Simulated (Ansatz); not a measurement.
# OF₂ (singlet): wave-function methods side by side at a displaced geometry (v2), cc-pVDZ

The task here is to estimate one member of a computed series from the others.

The runs use Ansatz 0.2.0, Gaussian basis; cc-pVDZ, core rule «outside noble gas», up to 3 orbitals frozen.

To be run: UHF; CCSD(T) on RHF; CCSD(T) on UHF; BCCD(T) on RHF; CISD; CCSDT(Q) on RHF; CASSCF and MRCISD+Q, 16 electrons in 10 orbitals; CASSCF and NEVPT2, 16 electrons in 10 orbitals.

15 further runs of the same task are left out: 4 that didn't finish, 11 set aside as unsound or not needed.

## The geometry

The geometry is a PBE0/def2-TZVP stationary point (not a proven minimum) with its atoms shifted at random (size 0.100 Å).

3 atoms, charge 0, spin multiplicity 1.

Atoms are counted from 1 here; the program's logs count them from 0.

Bond lengths: F1–O2 1.387 Å, O2–F3 1.409 Å. Angles: F1–O2–F3 102.0°.

Set-up of the first run:

in.yaml reads:

```yaml
crystal:
  periodic: [false, false, false]
  atoms:
    - {symbol: F, position_ang: [0.079905, -0.246157, 1.082674]}
    - {symbol: O, position_ang: [-0.084969, 0.613154, 0.006957]}
    - {symbol: F, position_ang: [-0.008349, -0.270207, -1.088533]}
basis:
  gaussian: {orbitals: cc-pVDZ}
magnetization: {spin_polarized: true, initial_magnetization: 0}
hamiltonian: {xc: hf}
output: {orbitals: {seedname: orbitals}}
```

Launch:

```bash
$ ansatz run in.yaml --threads 1 --pin off --events-out ev --progress --plain --max-ram 2393MiB
```

Steps of the session up to this table: UHF; CCSD(T) on RHF; CCSD(T) on UHF; BCCD(T) on RHF; CISD; CCSDT(Q) on RHF; CASSCF and MRCISD+Q, 16 electrons in 10 orbitals; CASSCF and NEVPT2, 16 electrons in 10 orbitals.

One of the session's tables, all rows but one given; the rest of the session is left out.

It belongs to the step «Misses and costs». 

```
          method  from RCCSDT(Q) (kcal/mol)
             RHF                    +382.36
             UHF                    +382.30
            RMP2                     +18.50
            CISD                     +49.17
           RCCSD                     +11.78
        RCCSD(T)                      +1.96
         BCCD(T)                      +1.96
          RCCSDT                          ?
       RCCSDT(Q)                          0
  CASSCF valence                    +301.57
  NEVPT2 valence                     +32.16
  MRCISD valence                     +26.83
MRCISD+Q valence                      +4.17
```

Estimate the missing values for RCCSDT.

**Answer.** from RCCSDT(Q) (kcal/mol): +1.62. In the column «from RCCSDT(Q) (kcal/mol)» it lies between RCCSDT(Q) (0) and RCCSD(T) (+1.96).

Not comparable, so not listed: CCSD(T) on UHF (they don't share determinant, frozen orbitals or solution with the rows shown, or repeat one).

To keep in mind: Warnings: restricted reference is unstable.
